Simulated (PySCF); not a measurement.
SiH2, SMILES [SiH2] (connectivity only; charge and spin as stated), neutral, multiplicity 1.

Coordinates come from a PBE-D3(BJ)/def2-TZVPD optimisation. The isomer is the one that the SMILES or the coordinates give; other isomers of the formula were not compared.

Two levels are set side by side: TDDFT-PBE/def2-TZVPD (PySCF) and TDDFT-B3LYP/def2-TZVPD (PySCF). Vertical, same geometry. The lowest singlet is HOMO→LUMO 101 % with PBE and HOMO→LUMO 101 % with the other functional; states are paired by order. Differences are taken from unrounded values.

| quantity | TDDFT-B3LYP | TDDFT-PBE | TDDFT-PBE minus TDDFT-B3LYP |
|---|---|---|---|
| lowest singlet excitation (eV) | 2.39 | 2.32 | -0.07 |
| lowest triplet excitation (TDA) (eV) | 1.21 | 1.10 | -0.11 |
| first bright state (f over 0.05) (eV) | 6.11 | 5.95 | -0.16 |
| its oscillator strength | 0.19 | 0.18 | -0.01 |

Rough cost on one machine, each run with all the roots and properties that it gave: TDDFT-B3LYP against TDDFT-PBE within a factor of 2.
